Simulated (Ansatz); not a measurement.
HfO₂ (P2₁/c, No. 14) was calculated with LDA in Ansatz (plane waves, PAW).

Settings: plane-wave cutoff 520 eV, 8×8×8 k mesh, perturbation theory, scalar-relativistic PAW data made under PBE.

Cell (relaxed at this level):

HfO2 is modelled in the monoclinic space group P2₁/c (No. 14), Pearson symbol mP12. Conventional cell: a = 5.0476 Å, b = 5.1402 Å, c = 5.2150 Å, α = γ = 90.00°, β = 99.58°. Hf on 4e sees 7 O at 2.026–2.204 Å. O1 on 4e sees 4 Hf at 2.117–2.204 Å. O2 on 4e has 3 Hf at 2.026–2.121 Å. (Neighbours: up to the widest gap in distance over summed covalent radii, below 1.35, at either atom; cation-cation and far metal-metal contacts left out.)

Estimate the high-frequency dielectric constant (mean over three axes) and static dielectric constant (mean over three axes) that the calculation returns.


* **high-frequency dielectric constant (mean over three axes)**: 4.98
* **static dielectric constant (mean over three axes)**: 17.5

Note: the relaxation could not lower the start's symmetry, so the cell can be a saddle point above a distorted one.

Spin–orbit coupling is not included.

The result took around 6 core-hours (rough).

Ansatz is an electronic-structure program.
